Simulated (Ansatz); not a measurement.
Ansatz (a quantum-chemistry and plane-wave program) input (MP2/STO-3G):

Ansatz 0.2 input:
```yaml
crystal:
  periodic: [false, false, false]
  atoms:
    - {symbol: N, position_ang: [-0.00000000, 0.00000000, 0.00000000]}
    - {symbol: H, position_ang: [-0.01073378, 1.02502493, -0.03038898]}
    - {symbol: H, position_ang: [0.89333025, -0.50366246, 0.00006664]}
    - {symbol: H, position_ang: [-0.88259648, -0.52136248, 0.03032234]}
basis:
  gaussian:
    orbitals: STO-3G
total_charge: 1
magnetization: {spin_polarized: true, initial_magnetization: 1}
correlation: {method: mp2, electrons: outside_noble_gas}
```

### Question
Predict the final energy.

### Answer
-55.24344 Eh.
